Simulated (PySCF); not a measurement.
Silicon: a sound run and one with changed settings

Sound run: Si [Ne] 3s2 3p2, Si⁺ [Ne] 3s2 3p1. All numbers are calculated (PySCF 2.14, scalar relativity by spin-free X2C-1e, in x2c-SVPall (4s3p1d, 18 functions)). In the sound run the correlated levels freeze [Ne]. The sound run starts from symmetry-adapted Hartree-Fock orbitals and uses a fine grid where one is needed.

Changed run: basis STO-3G, all-electron and non-relativistic. This setting is unsound on purpose.

```json
{"species": "Si", "method": "UHF", "sound run (hartree)": "-289.34811", "changed run (hartree)": "-285.46622", "converged": "yes"}
{"species": "Si", "method": "r2SCAN", "sound run (hartree)": "-289.84386", "changed run (hartree)": "-285.91261", "converged": "yes"}
{"species": "Si", "method": "BP86", "sound run (hartree)": "-289.90098", "changed run (hartree)": "-285.94068", "converged": "yes"}
{"species": "Si", "method": "MP2", "sound run (hartree)": "-289.39163", "changed run (hartree)": "-285.47352", "converged": "yes"}
{"species": "Si", "method": "CCSD(T)", "sound run (hartree)": "-289.41052", "changed run (hartree)": "-285.47963", "converged": "yes"}
{"species": "Si⁺", "method": "UHF", "sound run (hartree)": "-289.06759", "changed run (hartree)": "-285.32969", "converged": "yes"}
{"species": "Si⁺", "method": "r2SCAN", "sound run (hartree)": "-289.53805", "changed run (hartree)": "-285.74395", "converged": "yes"}
{"species": "Si⁺", "method": "BP86", "sound run (hartree)": "-289.59832", "changed run (hartree)": "-285.77344", "converged": "yes"}
{"species": "Si⁺", "method": "MP2", "sound run (hartree)": "-289.10280", "changed run (hartree)": "-285.34477", "converged": "yes"}
{"species": "Si⁺", "method": "CCSD(T)", "sound run (hartree)": "-289.12116", "changed run (hartree)": "-285.35653", "converged": "yes"}
```

Ionisation energy of Si:

```
 method  sound run (eV)  changed run (eV)
    UHF           7.633             3.715
 r2SCAN           8.321             4.589
   BP86           8.236             4.551
    MP2           7.859             3.503
SCS-MP2           7.792             3.461
   CCSD           7.865             3.350
CCSD(T)           7.874             3.350
```

A minimal basis cannot let orbitals breathe on ionisation and holds almost no correlation. The Hamiltonian changed with the basis, so the totals do not compare.

For comparison, NIST gives 8.152 eV between the lowest levels.
